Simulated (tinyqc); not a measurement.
Ways to converge the cycle: SCF convergence aids in the sto-3g basis, for H2F+, spin multiplicity 1. Computed by the program tinyqc with PySCF. Command: `OMP_NUM_THREADS=1 python tinyqc.py 110841 110842 out.jsonl`; one thread of a shared host (Intel(R) Xeon(R) Processor @ 2.60GHz), about 0.4 s.

Geometry (angstrom):

| atom | x | y | z |
|---|---|---|---|
| F | 0.0000 | 0.0000 | 0.0000 |
| H | 0.0000 | 1.2080 | 0.6420 |
| H | 0.0000 | -1.2080 | 0.6420 |

lowest restricted solution found by these runs and by PySCF = -98.689588 hartree

RHF with one setting changed at a time; a run stops when the energy changes by less than 1e-09 hartree and the error matrix is below 1e-5. The start is random orbitals. Damping d keeps d of the old density; a shift (hartree) raises the virtual levels; DIIS n extrapolates F over n matrices.

Largest element of the error matrix X^T (FDS - SDF) X:

| iteration | plain | damping 0.3 | damping 0.6 | shift 0.4 | DIIS 3 | DIIS 8 |
|---|---|---|---|---|---|---|
| 1 | 1.9e+01 | 1.9e+01 | 1.9e+01 | 1.9e+01 | 1.9e+01 | 1.9e+01 |
| 2 | 3.7e-01 | 5.3e+00 | 1.1e+01 | 4.9e-01 | 3.7e-01 | 3.7e-01 |
| 3 | 2.0e-01 | 1.6e+00 | 6.4e+00 | 2.2e-01 | 2.2e-01 | 2.2e-01 |
| 4 | 8.4e-02 | 5.2e-01 | 3.8e+00 | 5.9e-02 | 3.0e-02 | 3.0e-02 |
| 5 | 2.8e-02 | 1.7e-01 | 2.3e+00 | 2.0e-02 | 1.0e-02 | 9.7e-03 |
| 6 | 1.3e-02 | 5.5e-02 | 1.4e+00 | 1.5e-02 | 3.6e-03 | 3.4e-03 |
| 8 | 2.6e-03 | 6.0e-03 | 5.2e-01 | 7.9e-03 | 1.5e-04 | 5.5e-05 |
| 10 | 6.6e-04 | 2.2e-03 | 2.0e-01 | 4.3e-03 | 1.7e-05 | 2.1e-06 |
| 14 | 7.9e-05 | 5.6e-04 | 2.8e-02 | 1.2e-03 | - | - |
| 20 | - | 7.4e-05 | 1.5e-03 | 1.9e-04 | - | - |
| 30 | - | - | 2.5e-04 | 9.0e-06 | - | - |
| 45 | - | - | 1.7e-05 | - | - | - |

How each run ends:

| run | iterations | E (hartree) | state |
|---|---|---|---|
| plain | 19 | -98.68959 | lowest found |
| damping 0.3 | 27 | -98.68959 | lowest found |
| damping 0.6 | 49 | -98.68959 | lowest found |
| shift 0.4 | 30 | -98.68959 | lowest found |
| DIIS 3 | 11 | -98.68959 | lowest found |
| DIIS 8 | 10 | -98.68959 | lowest found |

6 of 6 runs reach the lowest restricted solution found, in 10 to 49 iterations (fastest: DIIS 8). Plain steps already contract here, so damping only slows them. DIIS 3 and DIIS 8 gain by cancelling the error over several earlier matrices, much as a quasi-Newton step does.
